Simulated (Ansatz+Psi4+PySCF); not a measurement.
The numbers below are computed, except where a source is named.
Input for PySCF 2.14.0:

```python
from pyscf import gto, scf, mp

# the (T+d) and (D+d) sets load through basis_set_exchange
mol = gto.M(atom="""
Al 0.000000 0.000000 -0.008800
F 0.000000 0.000000 1.658800
""", basis={'Al': 'cc-pv(t+d)z', 'F': 'cc-pvtz'}, charge=1, spin=1)
mf = scf.UHF(mol)
mf.kernel()
pt = mp.MP2(mf, frozen=6).run()
print(mf.e_tot, pt.e_corr, pt.e_tot)
```

The script is written out from the run's settings.

Results

- Converged: yes
- Reference energy: -341.15412 hartree
- Correlation energy: -0.28538 hartree
- Total energy: -341.43949 hartree
- Spin squared of the determinant: 0.752

Messages of the program:
```
WARN: HOMO -0.287124815749676 >= LUMO -0.287124815749676
WARN: HOMO -0.287124815749676 >= LUMO -0.287124815749676
```
